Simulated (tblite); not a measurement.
Species: CH8Si2.
Numbering: `[CH3:1][SiH2:2][SiH3:3]` (hydrogens: H4, H5, H6 on C1; H7, H8 on Si2; H9, H10, H11 on Si3)

Computed with GFN2-xTB (tblite), gas phase: L-BFGS steps from a force-field or distance-geometry start until the largest atomic force falls under 0.01 eV/Å.

Step 6: E = -262.7268 eV
```
atom  x, y, z in Å  |  force x, y, z in eV/Å
C1     -1.5438    0.6987    0.0706   -0.128   0.166  -0.009
Si2    -0.3617   -0.7767    0.2116   -0.110  -0.063   0.061
Si3     1.7752   -0.0807   -0.2395   -0.021  -0.002  -0.006
H4     -2.5765    0.4271    0.2763    0.042  -0.018  -0.013
H5     -1.2723    1.4889    0.7668    0.003  -0.035   0.037
H6     -1.5126    1.1374   -0.9242   -0.015  -0.055  -0.013
H7     -0.4968   -1.3267    1.5696   -0.043  -0.031  -0.026
H8     -0.8240   -1.8131   -0.7214   -0.046  -0.037   0.022
H9      1.8886    0.4768   -1.5847    0.076   0.051  -0.083
H10     2.2092    0.9570    0.6918    0.100   0.076   0.036
H11     2.7201   -1.1861   -0.1428    0.142  -0.051  -0.005
```

Step 7: E = -262.7303 eV
```
atom  x, y, z in Å  |  force x, y, z in eV/Å
C1     -1.5469    0.6974    0.0711   -0.132   0.192  -0.011
Si2    -0.3681   -0.7765    0.2117   -0.024  -0.112   0.093
Si3     1.7734   -0.0826   -0.2391    0.022   0.028  -0.023
H4     -2.5791    0.4301    0.2766   -0.007  -0.043  -0.007
H5     -1.2759    1.4882    0.7639    0.029   0.002   0.098
H6     -1.5142    1.1378   -0.9209   -0.018  -0.046  -0.086
H7     -0.5046   -1.3326    1.5688   -0.033  -0.008  -0.041
H8     -0.8308   -1.8166   -0.7158   -0.046  -0.039  -0.001
H9      1.9002    0.4796   -1.5839    0.045   0.028  -0.053
H10     2.2207    0.9573    0.6864    0.063   0.054   0.033
H11     2.7307   -1.1794   -0.1449    0.102  -0.055  -0.002
```

Step 8: E = -262.7329 eV
```
atom  x, y, z in Å  |  force x, y, z in eV/Å
C1     -1.5511    0.6990    0.0714   -0.074   0.130  -0.006
Si2    -0.3742   -0.7777    0.2131    0.039  -0.086   0.070
Si3     1.7724   -0.0838   -0.2391    0.065   0.038  -0.027
H4     -2.5818    0.4318    0.2768   -0.055  -0.048  -0.001
H5     -1.2783    1.4878    0.7635    0.035   0.036   0.125
H6     -1.5159    1.1374   -0.9200   -0.024  -0.027  -0.122
H7     -0.5117   -1.3378    1.5678   -0.029  -0.001  -0.024
H8     -0.8373   -1.8204   -0.7112   -0.044  -0.034  -0.013
H9      1.9106    0.4824   -1.5842    0.016   0.004  -0.016
H10     2.2313    0.9585    0.6825    0.025   0.020   0.016
H11     2.7413   -1.1747   -0.1466    0.047  -0.032  -0.001
```

Step 9: E = -262.7348 eV
```
atom  x, y, z in Å  |  force x, y, z in eV/Å
C1     -1.5550    0.7021    0.0715   -0.004   0.039   0.001
Si2    -0.3781   -0.7795    0.2151    0.061  -0.016   0.013
Si3     1.7731   -0.0840   -0.2396    0.081   0.028  -0.018
H4     -2.5846    0.4320    0.2768   -0.062  -0.030  -0.001
H5     -1.2793    1.4883    0.7658    0.019   0.040   0.101
H6     -1.5176    1.1366   -0.9217   -0.029  -0.013  -0.098
H7     -0.5171   -1.3414    1.5669   -0.028  -0.005   0.006
H8     -0.8425   -1.8235   -0.7083   -0.037  -0.020  -0.011
H9      1.9179    0.4845   -1.5850   -0.003  -0.012   0.009
H10     2.2390    0.9599    0.6804   -0.001  -0.006   0.000
H11     2.7494   -1.1723   -0.1478    0.002  -0.005  -0.002
```

Q: Estimate the geometry and energy of step 10. (The exact step hangs on the optimiser's Hessian estimate; all steps are aligned on step 9, rigid shifts and turns removed.)

A: E = -262.7356 eV, largest force 0.065 eV/Å
```
atom  x, y, z in Å  |  force x, y, z in eV/Å
C1     -1.5568    0.7046    0.0715    0.026  -0.013   0.005
Si2    -0.3787   -0.7805    0.2162    0.050   0.032  -0.026
Si3     1.7750   -0.0836   -0.2401    0.064   0.011  -0.005
H4     -2.5867    0.4313    0.2768   -0.029  -0.008  -0.005
H5     -1.2792    1.4892    0.7688   -0.004   0.019   0.051
H6     -1.5188    1.1358   -0.9244   -0.030  -0.011  -0.042
H7     -0.5197   -1.3430    1.5667   -0.026  -0.006   0.019
H8     -0.8453   -1.8252   -0.7075   -0.027  -0.003   0.000
H9      1.9207    0.4852   -1.5854   -0.006  -0.014   0.011
H10     2.2420    0.9606    0.6798   -0.007  -0.012  -0.003
H11     2.7529   -1.1717   -0.1483   -0.011   0.006  -0.003
```

The energy changes by -0.0008 eV. The first-order estimate −F·Δx gives -0.0013 eV and the mean of the old and new forces, exact on a quadratic surface, -0.0008 eV. The step makes an angle of 51° with the force vector and moves no atom by more than 0.004 Å.

What follows is the cost of the whole relaxation. Hardware: Arm Neoverse V2, one thread, shared host with 96 logical CPUs at a one-minute load of 50. Cost: 0.11 s.
